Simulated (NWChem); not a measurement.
**How basis sets differ on SiH2S2 (SMILES S[Si]S)**

The species is SiH2S2 (5 atoms), meant as a singlet with charge 0. SMILES: `S[Si]S`. The shape is that of a PBE0-D4/def2-TZVP optimisation. This is one conformer, not always the lowest.

```xyz
5

S    -0.6407   -1.0238   -0.5412
Si   -0.6552    0.9689    0.2378
S     1.4265    1.1173    0.7342
H    -1.9547   -1.0422   -0.8251
H     1.8741   -0.0939    0.3529
```

Quantity: the dipole moment, in D. The values are calculated.

```csv
level,kind,program,value (D)
wB97X/3-21G,range-separated hybrid,NWChem,1.91
wB97X/6-31G* (spherical functions),range-separated hybrid,NWChem,1.41
wB97X/6-31G** (spherical functions),range-separated hybrid,NWChem,1.40
wB97X/6-311G**,range-separated hybrid,NWChem,1.43
```

The values span 1.40 to 1.91 D. Sets without polarisation functions give poor dipoles. Without the sets that lack polarisation functions the rows with a basis span only 1.40 to 1.43 D.
